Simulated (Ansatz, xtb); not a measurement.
# Relative energy of two isomers of C2HF3S

Structure I is `FC(=S)C(F)F`, a singlet and structure II is `F[C@@H]1SC1(F)F`, a singlet. Both are isolated molecules in the gas phase, relaxed with PBE0-D3(BJ)/def2-SVP; the shapes shown needn't be the lowest conformers.

I (Å):

```xyz
7

C     1.4285    1.2426   -0.1050
C     1.3766   -0.2336   -0.4649
F     0.9398    1.9341   -1.1211
F     1.8704   -0.9845    0.5181
F     2.1074   -0.4260   -1.5802
S     1.9530    1.8956    1.2527
H     0.3320   -0.5343   -0.6722
```

II (Å):

```xyz
7

C     1.5241    1.1291   -0.0635
C     1.4510   -0.2781   -0.4838
F     0.4893    1.6295    0.6196
F     0.3830   -0.9806   -0.1364
F     2.5331   -1.0450   -0.3920
S     1.3268    0.8647   -1.8564
H     2.4856    1.5471    0.2604
```

Task: Estimate which is lower in electronic energy at CCSD(T)/def2-SVP + ΔMP2/def2-TZVPP, and by roughly how much.

Result: The CCSD(T)/def2-SVP + ΔMP2/def2-TZVPP calculation puts structure I lower, by 0.381 eV.

How the difference moves with the method:

```
                             level              geometry  E(II) − E(I) (eV)  departure from the last row (eV)  job, with rough time for the two
              PBE0-D3(BJ)/def2-SVP  PBE0-D3(BJ)/def2-SVP              +0.204                            −0.177                optimisation, 69 s
                       HF/def2-SVP  PBE0-D3(BJ)/def2-SVP              +0.522                            +0.140           part of the CCSD(T) run
                      MP2/def2-SVP  PBE0-D3(BJ)/def2-SVP              +0.428                            +0.047           part of the CCSD(T) run
                  CCSD(T)/def2-SVP  PBE0-D3(BJ)/def2-SVP              +0.471                            +0.089                      single point
CCSD(T)/def2-SVP + ΔMP2/def2-TZVPP  PBE0-D3(BJ)/def2-SVP              +0.381                                                  single point, 52 s
```

As drawn, II has 2 C–S in place of 1 C=S. Structure I has no ring, II a 3-membered ring.

The levels shown agree on the order. The largest departure from CCSD(T)/def2-SVP + ΔMP2/def2-TZVPP is that of PBE0-D3(BJ)/def2-SVP, 0.177 eV. Levels run at GFN2-xTB geometries aren't shown. The last row adds to CCSD(T) the change of the MP2 difference between the two basis sets, here −0.089 eV.

With harmonic frequencies from PBE0-D3(BJ)/def2-SVP (ideal gas, rigid rotor, one conformer each, 600 K, 1 atm): on the last row, ΔE + ΔZPE = +0.371 eV. A mode under 50 cm⁻¹ makes harmonic enthalpies and free energies unreliable, so none is given.

The correlated steps freeze 10 core orbitals. Codes used: Ansatz 0.2.0; the last row on 1 thread of Intel(R) Xeon(R) Processor @ 2.70GHz on a shared host.
